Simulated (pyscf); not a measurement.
`[AsH3]` + `[OH][GaH2]` → `[GaH2][AsH2]` + `[OH2]` (four-centre exchange; singlet surface; As–H, Ga–O broken, As–Ga, H–O formed). Optimised with ωB97X-D3(BJ)/def2-SVP in PySCF. Energies in kcal/mol from the separated reactants.

| level | barrier | reaction energy |
|---|---|---|
| ωB97X-D3(BJ)/def2-TZVP | [?] | [?] |
| PBE/def2-TZVP | 10.3 | +2.2 |
| r²SCAN/def2-TZVP | 10.4 | +3.3 |
| PBE0-D3(BJ)/def2-TZVP | 9.9 | +0.5 |
| ωB97M-D3(BJ)/def2-TZVP | [?] | +3.2 |
| HF/def2-TZVP | 29.7 | +4.8 |

**Question.** Fill in the missing entries.

**Answer.** 
- ωB97X-D3(BJ)/def2-TZVP, barrier: 9.6
- ωB97X-D3(BJ)/def2-TZVP, reaction energy: -0.6
- ωB97M-D3(BJ)/def2-TZVP, barrier: 15.9

The functionals in the table span 6.3 kcal/mol in this barrier, from ωB97X-D3(BJ) to ωB97M-D3(BJ)/def2-TZVP. On the reactant side the descent ends in an adduct with a As–Ga contact, 12.1 kcal/mol under the separated species and 21.6 kcal/mol under the saddle at ωB97X-D3(BJ)/def2-TZVP. On the product side the descent ends in an adduct with a Ga–O contact, 15.7 kcal/mol under the separated species and 25.9 kcal/mol under the saddle at ωB97X-D3(BJ)/def2-TZVP. What is counted as formed (As–Ga) is already present as a longer contact in the reactant adduct; forming that adduct is a step of its own. What is counted as broken (Ga–O) persists as a longer contact in the product adduct; parting that adduct is a step of its own. One saddle was located; it need not be the lowest between these sides. Elements up to Kr have no core potential and no relativistic terms here.
